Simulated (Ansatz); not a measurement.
This geometry of C2H4OS (8 atoms, charge 0, multiplicity 1) is a first-order saddle point.

The calculation used Ansatz, RKS PBE-D4/def2-SVP.

```xyz
8
Properties=species:S:1:pos:R:3
S -1.559 0.541 -0.881
C -0.340 0.425 0.322
C 0.455 -0.853 0.326
O 1.468 -0.004 -0.212
H -1.770 1.891 -0.796
H 0.915 0.941 0.309
H 0.667 -1.292 1.327
H 0.165 -1.649 -0.394
```

Question: Which two structures does it join? (They come from a converged band through this point; their orientation in space is the band's.)

Answer: Bonds broken: C2–O4, C2–H6. Bonds formed: O4–H6.

Initial state:

```xyz
8
Properties=species:S:1:pos:R:3
S -1.589 0.643 -0.664
C 0.005 0.397 0.151
C 0.508 -0.981 0.291
O 1.117 -0.051 -0.609
H -1.325 1.909 -1.094
H 0.240 1.149 0.928
H 1.102 -1.260 1.182
H -0.057 -1.806 -0.185
```

Final state:

```xyz
8
Properties=species:S:1:pos:R:3
S -1.828 0.407 -0.776
C -0.307 0.650 -0.116
C 0.440 -0.591 0.192
O 1.818 -0.380 0.376
H -2.263 1.713 -0.842
H 1.897 0.585 0.529
H -0.068 -0.930 1.147
H 0.311 -1.454 -0.510
```

Question: How far does it lie above each of them?

Answer: 226.1 kJ/mol above the first and 60.8 kJ/mol above the second. This is the barrier of this one path; another mechanism may lie lower. The orbitals stay closed-shell, which can raise the energy where a bond breaks towards radicals; this wasn't checked here.

Time of the run: 2.4 min on 1 thread of Intel(R) Xeon(R) Platinum 8488C (Sapphire Rapids), with other jobs on the host, peak memory 0.15 GiB.
